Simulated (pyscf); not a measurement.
## Routes from H₃C–Al(CH₃)–NH₂

Candidate steps break at most two bonds and form at most two. Each was searched with GFN2-xTB (tblite) first. Structures and frequencies: ωB97X-D3(BJ)/def2-SVP in PySCF. MP2 and CC: frozen core, UHF for open shells. ΔMP2 is the change of the MP2 total energy from the triple- to the quadruple-zeta basis. Energies: CCSD(T)/def2-TZVPP + ΔMP2(QZVPP), kcal/mol, from the reactant's lowest minimum found, singlet surface; ΔG‡ with ideal gas, 1 atm, RRHO with modes under 100 cm⁻¹ raised to 100, one conformer, R ln 2 for chiral ones without a mode under 150 cm⁻¹.

```
products                                type   ΔE‡     ΔE  ΔG‡ 298 K  ΔG‡ 900 K  ν‡ (cm⁻¹)
---------------  ---------------------------  ----  -----  ---------  ---------  ---------
CH₄ + H₃C–Al=NH                  elimination  73.7  +60.3       70.7       71.7      1222i
H₃C–CH₂–AlH–NH₂  concerted two-bond exchange  95.6  +14.9       90.8       90.3       493i
```

Plain bond fissions and candidates not yet searched are not listed, and one of them may be faster. Each barrier is that of the saddle found; lower ones may exist. The CCSD(T) − MP2 part came from Ansatz, without density fitting, on the same reference.
